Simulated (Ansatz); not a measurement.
The parent structure is V in the bcc (W type) structure (space group Im-3m, No. 229; a = 2.997 Å).

Levels (all Ansatz, a quantum-chemistry and plane-wave program, PAW, earlier PAW set): PBE (420 eV, spin-orbit coupling left out); r2SCAN (500 eV, no SOC).

Levels that relaxed their own cell: PBE and r2SCAN.

```tsv
level	lattice parameter a
PBE	2.997 Å
r2SCAN	2.985 Å
```

Measured: lattice parameter a 3.021 Å (static lattice; corrected from measurement; as listed in Daniel Mejia-Rodriguez, S. B. Trickey, Phys. Rev. B (2018)).

Computed minus measured — lattice parameter a: PBE -0.8 %, r2SCAN -1.2 % (closest: PBE).

Stability against distortions was not tested. Starting moments died away, wholly or in part, for the base; another magnetic solution may exist. The final runs are not spin-polarised.
